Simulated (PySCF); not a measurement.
System: rock-salt SnTe (cubic form, which distorts at low temperature). Method: MP2 (PySCF, GTH pseudopotentials, Gaussian basis, DZ basis).

The same calculation (at the measured cell, 31.495 Å³/atom) with different numerical settings:

```json
[
 {"run": "1", "k mesh": "2×2×2", "correlation energy (eV/atom)": "-2.7365", "total energy (eV/atom)": "-156.7478"},
 {"run": "2", "k mesh": "3×3×3", "correlation energy (eV/atom)": "-3.3836", "total energy (eV/atom)": "-157.9326"},
 {"run": "3", "k mesh": "4×4×4", "correlation energy (eV/atom)": "-3.4408", "total energy (eV/atom)": "-157.8412"}
]
```

In the column total energy (eV/atom) the first row differs from the last by +1.0934 and the next to last by -0.0914.

The last row is no converged limit: other settings stay fixed.

Note: symmetry holds this phase in the static calculation, where it need not be a minimum.
